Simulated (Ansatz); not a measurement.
The input, for Ansatz 0.2.0:

```yaml
crystal:
  periodic: [false, false, false]
  atoms:
    - {symbol: Al, position_ang: [0.013750, -0.157549, 1.307914]}
    - {symbol: Al, position_ang: [0.013750, 0.149459, -1.308864]}
    - {symbol: H, position_ang: [0.013750, 1.139853, 2.282041]}
    - {symbol: H, position_ang: [-0.749874, -0.923288, -2.256633]}
basis:
  gaussian: {orbitals: 6-31G}
magnetization: {spin_polarized: true, initial_magnetization: 0}
hamiltonian: {xc: hf}
output: {orbitals: {seedname: orbitals}}
```

```sh
$ ansatz run in.yaml --threads 1 --pin off --events-out ev --progress --plain --max-ram 2393MiB
```

Log:

```
340 factors; integrals over basis functions are off by at most 1.5e-4 eV
mean field evaluation 1: about -13193.1944 eV, gradient 5.2e0 eV
mean field evaluation 2: about -13193.1967 eV, gradient 5.2e0 eV
mean field evaluation 4: about -13193.6626 eV, gradient 3.8e-1 eV
mean field evaluation 8: about -13193.6670 eV, gradient 5.0e-4 eV
mean field evaluation 16: about -13194.0185 eV, gradient 9.5e-2 eV
mean field evaluation 32: about -13194.0194 eV, gradient 4.7e-3 eV
mean field evaluation 64: about -13193.8163 eV, gradient 9.2e-1 eV
mean field evaluation 96: about -13191.8405 eV, gradient 4.0e0 eV
mean field evaluation 128: about -13193.6642 eV, gradient 9.5e-2 eV
mean field -13194.01943591 eV, -484.8712710422 hartree, gradient 3.1e-5 eV, S^2 0.728524; 7 other end points of the search recorded, 0 dependent functions left out
reference -13194.01943591 eV, -484.8712710422 hartree; 14, 14 occupied and 16, 16 virtual orbitals, 340 factors
Total energy: -13194.01943591 eV, -484.8712710422 hartree
```

Ran on 1 thread of Intel Xeon Platinum 8488C, shared host: 0.48 s wall, 0.08 GiB peak host memory.
